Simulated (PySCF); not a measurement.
hydrogen chloride (ClH), SMILES Cl. Geometry optimised at PBE0-D3(BJ)/def2-TZVPD.

TDDFT-M06-2X/def2-TZVPD run with PySCF 2.14.0 puts the lowest singlet excitations at 7.61, 7.61, 9.66, 9.66, 9.84, 9.86 eV.

Task: What are the lowest excitation roots from ADC(3)/aug-cc-pVDZ in PySCF? (Estimate from the structure and the level; the computed values follow.)

Result: 7.80, 7.80, 10.10, 10.10, 10.65, 10.65 eV. S1 differs by 0.19 eV (second minus first; roots are paired by order, and the bases may differ).
